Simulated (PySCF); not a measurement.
**P₂⁺: frontier orbitals**

LDA at R = 1.972 Å; PySCF, no relativity, basis sets P 6-311G(d,p). State: ²Πu (doublet), unpaired electrons π ↑. Only the outer orbitals are listed.

| spin | orbital | occ. | ε (eV) | main shells (%) |
| --- | --- | --- | --- | --- |
| α | σg | 1 | -24.96 | 85 s, 14 p |
| α | σu | 1 | -19.25 | 97 s |
| α | πu | 1 | -15.03 | 98 p |
| α | σg | 1 | -14.54 | 82 p, 17 s |
| α | πu | 1 | -14.36 | 98 p |
| α | πg | 0 | -11.24 | 99 p |
| α | πg | 0 | -10.66 | 99 p |
| α | σu | 0 | -6.15 | 102 p |
| β | σg | 1 | -24.41 | 85 s, 14 p |
| β | σu | 1 | -18.82 | 96 s |
| β | σg | 1 | -14.29 | 82 p, 16 s |
| β | πu | 1 | -14.09 | 98 p |
| β | πu | 0 | -14.12 | 98 p |
| β | πg | 0 | -10.47 | 99 p |
| β | πg | 0 | -10.44 | 99 p |

Problem. Which are the highest filled and the lowest empty level, where do they sit, and how wide is the gap?

Solution. Highest filled β πu at -14.09 eV (in %: 98 p); lowest empty β πu at -14.12 eV (in %: 98 p); the gap at LDA is -0.03 eV. Both belong to one degenerate shell, split only by its one-sided filling, so this is no excitation gap.

```json
{"bond order (Mayer)": "2.25", "⟨S²⟩": "0.751"}
```

Shares are Mulliken populations and can fall outside 0 to 100 %.

The state is the lowest determinant that a PBE0 search found; another state may lie lower at other levels.
